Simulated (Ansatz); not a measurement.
# AlH6OP: the cost of one run

Program: Ansatz 0.2.0. Level of theory: RKS B3LYP-D4/6-31G*. These are calculated values, not measurements.

### Step 1. The system as given

Bond lengths: Al1–O2 2.130 Å, O2–H3 1.010 Å, Al1–H4 1.560 Å, Al1–H5 1.560 Å, Al1–P6 2.580 Å, P6–H7 1.420 Å, P6–H8 1.420 Å, P6–H9 1.651 Å. Angles: Al1–O2–H3 109.5°, O2–Al1–H4 120.0°, O2–Al1–H5 120.0°, O2–Al1–P6 71.6°, H4–Al1–H5 120.0°, H4–Al1–P6 96.8°, H5–Al1–P6 101.3°, Al1–P6–H7 109.5°, Al1–P6–H8 109.5°, Al1–P6–H9 62.4°, H7–P6–H8 109.4°, H7–P6–H9 52.8°, H8–P6–H9 146.7°.

Coordinates:

```xyz
9

Al    0.0000    0.0000    0.0000
O     0.0000    0.0000    2.1300
H    -0.9095   -0.2814    2.4671
H     1.3510    0.0000   -0.7800
H    -1.3510    0.0000   -0.7800
P     0.1156    2.4456    0.8135
H     0.6761    2.4854    2.1176
H     0.9270    3.2022   -0.0729
H     0.0596    1.2596    1.9613
```

### Step 2. Pulling towards end A

Springs on the bonds that form and break draw the guess towards this end; the thresholds are loose.

input.yaml reads:

```yaml
crystal:
  periodic: [false, false, false]
  atoms:
    - { symbol: Al, position_ang: [0.0, 0.0, 0.0] }
    - { symbol: O, position_ang: [0.0, 0.0, 2.13] }
    - { symbol: H, position_ang: [-0.9095, -0.2814, 2.4671] }
    - { symbol: H, position_ang: [1.351, 0.0, -0.78] }
    - { symbol: H, position_ang: [-1.351, 0.0, -0.78] }
    - { symbol: P, position_ang: [0.1156, 2.4456, 0.8135] }
    - { symbol: H, position_ang: [0.6761, 2.4854, 2.1176] }
    - { symbol: H, position_ang: [0.927, 3.2022, -0.0729] }
    - { symbol: H, position_ang: [0.0596, 1.2596, 1.9613] }
basis:
  gaussian: { orbitals: "6-31G*" }
hamiltonian:
  xc: b3lyp
  dispersion: d4
relax:
  f_tol: 0.15
  max_steps: 25
  restrain:
    - { distance: [0, 5], at: 3.48, k: 30.0 }
    - { distance: [8, 1], at: 2.21, k: 30.0 }
    - { distance: [0, 1], at: 1.78, k: 30.0 }
    - { distance: [8, 5], at: 1.42, k: 30.0 }
```

The run is started by

```sh
$ ansatz run input.yaml --threads 1 --pin off --max-ram 2048MiB --backend cpu --events-out ev --progress --plain --runs-dir out
```

Q: Estimate wall time and peak memory on 1 thread of Arm Neoverse V2, shared host.

About 40 s, with a peak of 0.13 GiB.
